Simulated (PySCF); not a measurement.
# H2O: the cost of one run

Programs: PySCF 2.14.0, with density-fitted response routines of our own. Each step states its level of theory. These are calculated values for one molecule, in the gas phase or a continuum, unless marked as measured. Atoms count from 0, in the outputs and in this text.

## Step 1: The starting structure

3 atoms, charge 0, multiplicity 1; geometry from: GFN2-xTB. The atoms were then displaced at random by about 0.01 Å, so the start is not that level's minimum.

Bonds of the start (Å): O0–H1 0.97, O0–H2 0.91.

## Step 2: Optimising the geometry at PBE0-D3(BJ)/def2-TZVP

The job: settings as JSON, then the geometry in Å.

```
{"job": {"xc": "PBE0", "basis": "def2-TZVP", "d3": "d3bj", "grid": 2, "shake": 0.01, "kind": "geom"}, "charge": 0, "multiplicity": 1}
O      0.024700     0.352960     0.001630
H     -0.774260    -0.194050    -0.013280
H      0.755570    -0.193850    -0.007530
```

On the command line:

```bash
$ OMP_NUM_THREADS=1 python probes_run.py task.json out
```

The driver reads the jobs from task.json and runs them one after another.

**Question.** How long does this first job take on 1 thread of Arm Neoverse N1, shared host, and how much memory does it need?

About 2.9 s, with a peak of 0.25 GiB.
